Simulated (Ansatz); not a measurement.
**H$_{2}$O⁺, doublet: reading a ladder of total energies**

Geometry: that of the H2O, singlet, kept fixed.

```yaml
atoms:
  - { symbol: O, position_ang: [0.0000, -0.0653, 0.0000] }
  - { symbol: H, position_ang: [0.0000, 0.5184, -0.7615] }
  - { symbol: H, position_ang: [0.0000, 0.5184, 0.7615] }
```

Basis cc-pVDZ; Ansatz 0.2.0. Correlated methods freeze the noble-gas cores, which leaves 7 electrons in 23 orbitals. R marks a restricted (for open shells ROHF) determinant, U an unrestricted one.

Full CI is exact within this basis and frozen core; it isn't the basis-set limit. The frozen core follows each run's orbitals, which can shift R against U totals by a few meV.

Runs differ by some tens of microhartree through their thresholds and, for an open shell, their frozen cores, so steps under 0.1 kcal/mol mean nothing.

```
    level  total energy (hartree)
      UHF              -75.632232
     UMP2              -75.783317
    UCCSD              -75.799991
 UCCSD(T)              -75.802101
   UCCSDT              -75.802332
UCCSDT(Q)              -75.802532
  full CI              -75.802509
```

Question: What is the correlation energy at full CI, and what share of it do UMP2 and UCCSD(T) recover?

Answer: E(corr) = -75.802509 − (-75.632232) = -0.170277 hartree = -4.633 eV. UMP2: -0.151085 / -0.170277 = 88.73 %. UCCSD(T): -0.169869 / -0.170277 = 99.76 %.

Question: By how many kcal/mol does UCCSD(T) miss full CI (1 hartree = 627.509 kcal/mol), and which steps make up the rest?

Answer: -75.802101 − (-75.802509) = 0.000408 hartree = 0.26 kcal/mol. Steps: UCCSDT − UCCSD(T) = -0.14, UCCSDT(Q) − UCCSDT = -0.13, full CI − UCCSDT(Q) = 0.01 kcal/mol. That is within 1 kcal/mol of the reference in this basis, which itself misses far more of the correlation at the basis-set limit.
